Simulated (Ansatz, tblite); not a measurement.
Forces on Mg3H4 at its r2SCAN-D4/def2-TZVP geometry. Charge 0, multiplicity 1.

The xTB rows come from tblite. The structure comes from a short search, and lower isomers may exist.

GFN1-xTB (tblite), largest force 0.94 eV/Å:

```xyz
7
positions Å, forces eV/Å
Mg   -0.249   -1.275    0.632   -0.356   -0.495   -0.087
Mg   -1.603    0.198   -2.122    0.325   -0.041    0.430
Mg    0.786    1.209    0.084    0.075    0.528   -0.308
H    -0.992   -2.800    0.830    0.362    0.846   -0.169
H    -0.530    0.488    1.208   -0.273    0.149    0.164
H     1.329    2.757   -0.391   -0.347   -0.847    0.201
H     1.259   -0.578   -0.241    0.214   -0.141   -0.231
```

GFN2-xTB (tblite), largest force 0.89 eV/Å:

```
Mg -0.604 -0.442 -0.428
Mg 0.501 -0.062 0.664
Mg -0.191 0.540 -0.641
H 0.314 0.675 -0.105
H -0.492 0.349 0.654
H -0.254 -0.682 0.192
H 0.727 -0.378 -0.335
```

r2SCAN-D4/def2-TZVP (Ansatz), largest force 0.02 eV/Å:

```
Mg -0.002 -0.010 -0.011
Mg 0.004 0.000 0.005
Mg 0.007 0.008 -0.013
H 0.001 0.001 0.004
H -0.010 0.005 0.012
H -0.001 -0.002 0.004
H 0.002 -0.002 0.000
```
